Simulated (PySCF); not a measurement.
Compound: C2H6S.
SMILES with atom numbers: `[CH3:1][S:2][CH3:3]` (hydrogens: H4, H5, H6 on C1; H7, H8, H9 on C3)

A GFN2-xTB structure was refined with PBE0-D3(BJ)/def2-SVP geometry optimisation, gas phase (PySCF). Its GFN2-xTB values:

```tsv
coordinate	GFN2-xTB
C1–S2	1.783 Å
C1–H4	1.114 Å
C1–S2–C3	98.2°
S2–C1–H4	108.8°
S2–C1–H5	108.2°
H4–C1–H5	109.3°
H7–C3–H9	108.3°
```

Question: How do these coordinates change at the PBE0-D3(BJ)/def2-SVP level?

Answer: 
| coordinate | PBE0-D3(BJ)/def2-SVP (Å or °) | change |
| --- | --- | --- |
| C1–S2 | 1.802 | +0.019 |
| C1–H4 | 1.101 | -0.013 |
| S2–C1–H4 | 111.6 | +2.8 |
| C1–S2–C3 | 99.6 | +1.4 |
| S2–C1–H5 | 107.1 | -1.1 |
| H4–C1–H5 | 108.5 | -0.8 |
| H7–C3–H9 | 108.5 | +0.2 |

The energy falls by 0.66 kcal/mol over 7 energy and gradient evaluations, the largest force component goes from 0.0136 to 1.1e-04 Eh/bohr, and the atoms move by 0.040 Å rms after alignment. The bond that changes most is C1–S2 (S-methyl carbon to sulfide sulfur), which lengthens by 0.019 Å. Bonds longer at the end by more than 0.005 Å: 3 of 8; shorter: 3. Rotational constants go from 17690, 7767, 5801 to 17948, 7542, 5701 MHz.

The run used 76 basis functions and 42 SCF cycles in all.

No frequency check.
